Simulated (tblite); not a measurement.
Compound: C5H6O.
Atom-mapped SMILES: `[CH:1]#[C:2]/[CH:3]=[CH:4]/[O:5][CH3:6]` (hydrogens: H7 on C1; H8 on C3; H9 on C4; H10, H11, H12 on C6)

Computed with GFN2-xTB (tblite), gas phase: Langevin dynamics at 300 K from the optimised GFN2-xTB geometry, time step 0.5 fs, friction 0.01 fs⁻¹, 2000 steps. The instantaneous temperature is 2·E(kin)/(3Nk) with all 3N coordinates.

| t (fs) | T (K) | E(pot) above start (eV) | C1≡C2 (Å) | C2–C3 (Å) | C3=C4 (Å) | C4–O5 (Å) | O5–C6 (Å) | C1–H7 (Å) | C3–C4–O5–C6 (°) |
| --- | --- | --- | --- | --- | --- | --- | --- | --- | --- |
| 0 | 262 | 0.000 | 1.201 | 1.409 | 1.336 | 1.351 | 1.408 | 1.048 | 0 |
| 25 | 207 | 0.256 | 1.196 | 1.414 | 1.345 | 1.338 | 1.418 | 1.074 | 6 |
| 50 | 276 | 0.378 | 1.231 | 1.436 | 1.360 | 1.348 | 1.380 | 1.050 | -7 |
| 75 | 274 | 0.252 | 1.186 | 1.422 | 1.318 | 1.340 | 1.422 | 1.076 | 7 |
| 100 | 196 | 0.282 | 1.186 | 1.422 | 1.314 | 1.342 | 1.422 | 1.026 | 10 |
| 125 | 276 | 0.154 | 1.201 | 1.383 | 1.348 | 1.339 | 1.425 | 1.062 | 6 |
| 150 | 226 | 0.311 | 1.203 | 1.389 | 1.363 | 1.332 | 1.406 | 1.043 | 1 |
| 175 | 326 | 0.215 | 1.209 | 1.419 | 1.345 | 1.330 | 1.399 | 1.081 | 2 |
| 200 | 262 | 0.428 | 1.201 | 1.443 | 1.292 | 1.361 | 1.412 | 1.012 | 19 |
| 225 | 273 | 0.393 | 1.207 | 1.422 | 1.348 | 1.403 | 1.371 | 1.086 | 15 |
| 250 | 319 | 0.446 | 1.192 | 1.360 | 1.378 | 1.350 | 1.376 | 1.009 | 13 |
| 275 | 343 | 0.443 | 1.190 | 1.400 | 1.322 | 1.374 | 1.428 | 1.113 | 7 |
| 300 | 392 | 0.443 | 1.214 | 1.421 | 1.295 | 1.365 | 1.437 | 1.035 | 10 |
| 325 | 398 | 0.431 | 1.220 | 1.422 | 1.341 | 1.330 | 1.407 | 1.067 | -10 |
| 350 | 287 | 0.457 | 1.194 | 1.454 | 1.356 | 1.315 | 1.433 | 1.041 | -10 |
| 375 | 220 | 0.491 | 1.210 | 1.418 | 1.349 | 1.320 | 1.431 | 1.071 | 3 |
| 400 | 290 | 0.352 | 1.211 | 1.428 | 1.320 | 1.351 | 1.400 | 1.025 | 9 |
| 425 | 300 | 0.407 | 1.204 | 1.368 | 1.331 | 1.360 | 1.406 | 1.073 | -2 |
| 450 | 382 | 0.264 | 1.210 | 1.426 | 1.345 | 1.382 | 1.428 | 1.045 | 3 |
| 475 | 260 | 0.350 | 1.207 | 1.444 | 1.339 | 1.376 | 1.409 | 1.048 | -6 |
| 500 | 325 | 0.350 | 1.190 | 1.412 | 1.313 | 1.358 | 1.394 | 1.060 | -31 |
| 525 | 279 | 0.370 | 1.214 | 1.379 | 1.368 | 1.371 | 1.470 | 1.047 | -8 |
| 550 | 357 | 0.323 | 1.204 | 1.384 | 1.355 | 1.356 | 1.440 | 1.046 | -1 |
| 575 | 286 | 0.417 | 1.201 | 1.408 | 1.336 | 1.347 | 1.360 | 1.052 | 3 |
| 600 | 361 | 0.401 | 1.208 | 1.464 | 1.321 | 1.398 | 1.428 | 1.066 | 5 |
| 625 | 343 | 0.353 | 1.204 | 1.414 | 1.326 | 1.338 | 1.448 | 1.019 | 2 |
| 650 | 249 | 0.326 | 1.195 | 1.408 | 1.344 | 1.286 | 1.408 | 1.069 | -15 |
| 675 | 233 | 0.306 | 1.224 | 1.459 | 1.330 | 1.340 | 1.407 | 1.060 | -21 |
| 700 | 230 | 0.284 | 1.216 | 1.412 | 1.316 | 1.348 | 1.433 | 1.035 | 1 |
| 725 | 230 | 0.295 | 1.196 | 1.431 | 1.353 | 1.366 | 1.410 | 1.042 | 32 |
| 750 | 236 | 0.260 | 1.211 | 1.408 | 1.351 | 1.350 | 1.395 | 1.069 | 13 |
| 775 | 236 | 0.302 | 1.224 | 1.451 | 1.303 | 1.345 | 1.384 | 1.052 | -18 |
| 800 | 215 | 0.447 | 1.192 | 1.428 | 1.292 | 1.351 | 1.411 | 1.044 | -31 |
| 825 | 312 | 0.353 | 1.192 | 1.416 | 1.377 | 1.375 | 1.461 | 1.068 | -6 |
| 850 | 312 | 0.485 | 1.223 | 1.334 | 1.373 | 1.339 | 1.407 | 1.030 | 30 |
| 875 | 368 | 0.663 | 1.190 | 1.356 | 1.330 | 1.360 | 1.391 | 1.082 | 32 |
| 900 | 362 | 0.544 | 1.201 | 1.458 | 1.327 | 1.419 | 1.442 | 1.025 | -4 |
| 925 | 339 | 0.505 | 1.239 | 1.397 | 1.310 | 1.371 | 1.372 | 1.073 | -33 |
| 950 | 349 | 0.476 | 1.198 | 1.417 | 1.345 | 1.336 | 1.418 | 1.052 | -35 |
| 975 | 400 | 0.275 | 1.191 | 1.406 | 1.344 | 1.331 | 1.437 | 1.044 | -5 |
| 1000 | 262 | 0.470 | 1.221 | 1.386 | 1.324 | 1.329 | 1.440 | 1.053 | 25 |

Q: From 500 fs on, how do temperature and potential energy compare with equipartition?

A: The mean temperature of these 21 frames is 299 K against the target 300 K, and the mean potential energy 0.39 eV against 30 × kT/2 = 0.39 eV for 30 classical harmonic modes. For 12 atoms in a canonical ensemble the temperature itself scatters by T·√(2/(3N)) = 71 K; here its standard deviation is 56 K. The whole run lasts only 10 friction times of 100 fs, so these averages carry a wide statistical error.

Q: What are the kinetic and total energies of the listed frame with the highest potential energy?

A: The one at 875 fs, 0.663 eV above the start. Its kinetic energy is 3NkT/2 = 0.571 eV at 368 K, so the sum is 1.23 eV; over the listed frames the sum runs from 0.41 to 1.23 eV, since the thermostat adds and removes energy.

Q: How much do the listed bonds fluctuate from 500 fs on?

A: 
```csv
bond,at the start (Å),mean (Å),standard deviation (Å)
C1≡C2,1.201,1.206,0.014
C2–C3,1.409,1.411,0.032
C3=C4,1.336,1.335,0.022
C4–O5,1.351,1.353,0.026
O5–C6,1.408,1.417,0.028
C1–H7,1.048,1.052,0.016
```

The motion is classical and holds no zero-point motion.

The cost below is that of the whole dynamics run. On an x86-64 server with one thread, shared host, this took 10 s wall.
